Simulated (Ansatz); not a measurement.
# Isomers

Structures of MgAlH₂F, singlet, relaxed at PBE0-D4/def2-TZVP (vibrations not checked; lower isomers may exist, and structures with a doubtful reference or unclear bonds are left out). Ansatz 0.2.0; basis: def2-TZVPP; cores frozen in the correlated methods. The outer core shell of Li, Na, Mg and K is correlated. The def2 sets are not built for correlating such inner shells, so the correlated values are less sure here. B3LYP uses VWN-RPA correlation.

(1) Rank them by CCSD(T) energy, lowest first, and give each one's height above the lowest. Links in brackets join atoms within 1.22 times the sum of their covalent radii (1.1 for two metals). (An estimate is asked for; the value comes from the calculation.)
A.
MgAlH₂F ([F][Mg]1[H][AlH]1)
```
5
angstrom
F -1.6182 -2.1795 2.1615
Mg -0.7267 -1.0614 1.1471
Al 0.5582 0.5368 -0.3537
H 0.2854 0.6037 1.4347
H 1.4263 1.8691 -0.4594
```
B.
a complex of MgAlH ([Mg][AlH]) + HF
```
5
angstrom
F 1.3757 0.1842 -0.3503
Al -1.0903 0.9556 -0.0704
Mg -1.2399 -1.6929 1.0366
H -1.4682 -0.3597 -1.0738
H 1.6852 0.6043 0.4146
```
C.
MgAlH₂F ([F][AlH][MgH])
```
5
angstrom
F -1.2858 -1.6921 0.8732
Al -1.0106 -0.3701 -0.1026
Mg 1.5103 0.6835 0.0465
H -2.3000 0.0362 -0.9562
H 3.0861 1.3426 0.1391
```
D.
MgAlH₂F ([F][Mg][AlH2])
```
5
angstrom
F -1.4245 -2.0899 2.2387
Mg -0.6814 -1.0001 1.0724
Al 0.4617 0.6773 -0.7254
H 0.0196 0.7170 -2.2588
H 1.6246 1.6957 -0.3268
```

(2) Do PBE-D4, r2SCAN-D4, PBE0-D4, B3LYP-D4, wB97M-V, HF, MP2 give the same order? (Judge from chemistry; the calculation decides.)

The T1 diagnostic stays at or below 0.014. The restricted Hartree–Fock reference is unstable towards an unrestricted one at one or more of these structures.

For scale, one of the runs: CCSD(T)/def2-TZVPP, 133 basis functions, launched by `ansatz run in.yaml --threads 2 --pin off --events-out ev --progress --plain --max-ram 4352MiB`. Hardware: 2 CPU threads of an Arm Neoverse V2, shared host. Wall time 16 s; peak host memory 0.74 GiB.

Results:

(1) By the calculation: C (0.00 kcal/mol), D (1.60 kcal/mol), A (17.30 kcal/mol), B (60.40 kcal/mol). Heights count from the lowest.

(2) The calculation gives: All do.
